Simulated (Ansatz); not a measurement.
We consider 2H WSe2, described by r²SCAN (Ansatz, a first-principles code, plane waves, PAW).

Settings: plane-wave cutoff 600 eV, 12×12×4 k mesh (along the axes of the cell as run), finite displacements, no spin polarisation, scalar-relativistic PAW data made under PBE.

Computed at the level's own relaxed cell.

Question: What does this level give for the electronic dielectric constant ε∞ (mean over three axes) and dielectric constant ε0 (ions relaxed) (mean over three axes)?

Answer: 
- electronic dielectric constant ε∞ (mean over three axes) = 11.0
- dielectric constant ε0 (ions relaxed) (mean over three axes) = 11.1

Note: the cell comes from a level without a dispersion term, which matters for the spacing of layers, chains or molecules; the cell has widely spaced layers and the level no dispersion term, so their spacing and the moduli can rest on weak binding.

Spin–orbit coupling is not included.

It cost about 50 core-minutes (a rough figure) of CPU time.
